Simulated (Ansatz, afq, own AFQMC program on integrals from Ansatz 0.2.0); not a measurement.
Si₃H₆, singlet: AFQMC among the cluster methods

```xyz
9

Si   -1.2036   -0.1729   -0.5862
Si    0.9063    0.8339   -0.5526
Si    0.2981   -0.6627    1.1376
H    -1.4730   -1.2211   -1.6117
H    -2.3940    0.6673   -0.2703
H     1.9171    0.3975   -1.5579
H     0.9932    2.2836   -0.2154
H     0.9394   -2.0084    1.1602
H     0.0165   -0.1173    2.4964
```

Basis def2-TZVP. Only valence electrons are correlated. Ansatz 0.2.0 and our own AFQMC program on the same integrals; the CISD trial comes from CCSD amplitudes, and released means the phaseless constraint is let go. Error bars are statistical, one sigma.

Determinant: RHF, the one that the program's search chose, which needn't be the lowest solution. The geometry is a PBE0/def2-SVP stationary point of this or a neighbouring charge and spin state.

No full CI on the walks' own integrals is used here. The released AFQMC energy serves as the reference, which it does only where one determinant dominates, the energy is flat over the last release times and near the phaseless one (40 meV or 2 meV an electron, half that with transition metals). On small molecules, where full CI could be run and the noise was under 10 meV, such values lay within 10 meV of it in 19 cases of 20, a flattering rate, since the rule was set on those same cases; what remains of the bias isn't in the error bar.

Cautions: the released value is read at 1.50 1/Eh (meV from the phaseless value at times in 1/Eh: -2 ± 8 at 0.24, -5 ± 7 at 0.51, -11 ± 8 at 0.99, -13 ± 9 at 1.50).

```
T1 diagnostic                               : 0.0155
weight of the determinant in the CISD state : 0.794
size of the correlated space                : 18 electrons in 132 orbitals
```

(1) Estimate: order these by the size of their error in total energy against AFQMC with the constraint released, smallest first.
A. CCSD(T)
B. CCSD
C. MP2
D. phaseless AFQMC with a CISD trial

(1) D (1.2 ± 1.3 kJ/mol), A (8.8 ± 0.9 kJ/mol), B (54.0 ± 0.9 kJ/mol), C (216.2 ± 0.9 kJ/mol).

Reference: AFQMC with the constraint released, correlation energy -11.732 ± 0.009 eV.

Released energies are given only where the last usable release times agree within the noise; a slower fall can still hide under it.
